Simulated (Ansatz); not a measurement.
Input file:

```yaml
crystal:
  periodic: [false, false, false]
  atoms:
    - {symbol: Ga, position_ang: [0.000000, 0.000000, 0.000000]}
    - {symbol: H, position_ang: [0.935644, 0.943776, 0.933994]}
    - {symbol: H, position_ang: [-0.940211, -0.931611, 0.941590]}
    - {symbol: H, position_ang: [-0.935412, 0.931813, -0.946158]}
    - {symbol: H, position_ang: [0.939979, -0.943978, -0.929425]}
basis:
  gaussian: {orbitals: aug-cc-pVDZ}
magnetization: {spin_polarized: true, initial_magnetization: 1}
hamiltonian: {xc: {name: PBE}}
output: {orbitals: {seedname: orbitals}}
```

```sh
$ ansatz run in.yaml --threads 1 --pin off --events-out ev --progress --plain --max-ram 4096MiB --backend cpu
```

(1) Roughly how long does this take on 1 thread of AMD EPYC 7R13, shared host, and how much host memory?

```
710 factors; their error is unknown
mean field evaluation 1: about -52428.6690 eV, gradient 1.3e1 eV
mean field evaluation 2: about -52426.7170 eV, gradient 1.7e1 eV
mean field evaluation 4: about -52428.9900 eV, gradient 8.7e0 eV
mean field evaluation 8: about -52429.3877 eV, gradient 6.3e0 eV
mean field evaluation 16: about -52430.0556 eV, gradient 7.8e-6 eV
mean field evaluation 32: about -52429.8321 eV, gradient 5.3e-5 eV
mean field evaluation 64: about -52429.8913 eV, gradient 1.0e0 eV
mean field -52430.05563349 eV, -1926.7690061626 hartree, gradient 7.8e-6 eV, S^2 0.754706; 11 other end points of the search recorded, 0 dependent functions left out
reference -52430.05567228 eV, -1926.7690075881 hartree; 18, 17 occupied and 54, 55 virtual orbitals, 710 factors
Total energy: -52430.05567228 eV, -1926.7690075881 hartree
```

## Answers

(1) 12 s wall and 0.2 GiB.
